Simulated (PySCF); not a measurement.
Diamond-structure Si: correlation energy from several methods in one and the same small orbital space (PySCF; 2 atoms at the zone centre, 8 electrons in 22 orbitals, empty ones MP2 natural orbitals of a TZ basis, lattice constant set to 5.43 Å). It tests the methods against each other and lies far from the crystal's limit.

```csv
method,E_corr (eV per atom),share of full CI (%),error (meV)
MP2,-1.6132,65.7,843
CCSD,-2.3945,97.5,62
CCSD(T),-2.4340,99.1,22
CCSDT,-2.4483,99.7,8
CCSDT(Q),-2.4527,99.9,3
full CI,-2.4561,100.0,0
```

The Hartree–Fock determinant has a weight of 0.84 in the full CI state.

MP2, (T) and (Q) use filled levels shifted down by the Madelung term, which in so small a cell is a large part of the gap, so these rows hang on it.
